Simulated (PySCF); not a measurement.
Below is a simulated gas-phase C 1s photoelectron spectrum of methylenecyclopropene, `C1(C=C1)=C`.

Every computed line was given a Gaussian of 0.7 eV full width at half maximum and an area set by the number of equivalent atoms; the highest printed point is 100. Level of theory: delta-SCF UKS SCAN, pcX-2 on the ionised atom, pcseg-1 elsewhere, spin-free X2C (PySCF 2.14.0).

binding energy (eV), intensity and a bar:
```
    288.4          0 
    288.5          1 
    288.6          1 
    288.7          3 #
    288.8          6 ##
    288.9         11 ###
    289.0         17 #####
    289.1         24 #######
    289.2         30 #########
    289.3         34 ##########
    289.4         34 ##########
    289.5         30 #########
    289.6         24 #######
    289.7         17 #####
    289.8         11 ###
    289.9          6 ##
    290.0          3 #
    290.1          2 
    290.2          1 
    290.3          1 
    290.4          2 #
    290.5          5 #
    290.6         10 ###
    290.7         18 #####
    290.8         32 ##########
    290.9         49 ###############
    291.0         69 #####################
    291.1         87 ##########################
    291.2         98 ##############################
    291.3        100 ##############################
    291.4         91 ###########################
    291.5         75 ######################
    291.6         55 #################
    291.7         37 ###########
    291.8         22 ######
    291.9         12 ###
    292.0          5 ##
    292.1          2 #
    292.2          1 
    292.3          0
```

Question: How many maxima does the curve show, and how many computed lines lie under it?

Answer: The curve has 2 maxima (at 289.3 and 291.3 eV). Under it lie 3 lines from 3 inequivalent carbon sites. At this width some lines have no maximum of their own.

Question: Decompose the envelope and assign each component. Numbering: `[CH2:1]=[C:2]1[CH:3]=[CH:4]1`.

Answer: 
```json
{"position (eV)": "289.35", "relative area": "1", "line": "C 1s", "atoms": "C1", "environment": "terminal =CH2 carbon"}
{"position (eV)": "291.16", "relative area": "1", "line": "C 1s", "atoms": "C2", "environment": "fully substituted alkene carbon"}
{"position (eV)": "291.31", "relative area": "2", "line": "C 1s", "atoms": "C3/C4", "environment": "alkene CH carbon"}
```

Question: What are the centre and the root-mean-square width of the whole band?

Answer: The area-weighted mean of the lines is 290.79 eV. Their own spread about it is 0.83 eV (rms) and each Gaussian has σ = 0.7/2.355 = 0.30 eV; the variances add, which gives 0.88 eV.

The listed C 1s values span 1.96 eV, from C1 (bonded to C (double bond) and 2 H) to C3/C4 (bonded to C (double bond), C and H). The widest gap between neighbouring values is 1.81 eV, between 289.35 and 291.16 eV. Summing the Pauling electronegativity differences to the bonded atoms, each weighted by its formal bond order, gives -0.70 for the lowest site and -0.35 for the highest; the largest sum, 0.00, belongs to C2, 0.15 eV below the top.

Shake-up satellites, vibrational structure and lifetime widths aren't simulated. Atoms equivalent by their bonding share one computed value, that of the first of them. Spin contamination (⟨S²⟩ against 0.75 for a pure doublet) is marked for C 1s of C2 (0.86) and C 1s of C3/C4 (0.97), which makes these values less certain. Geometry: PBE0-D3(BJ)/def2-SVP; no solvent, vibrations or thermal averaging.
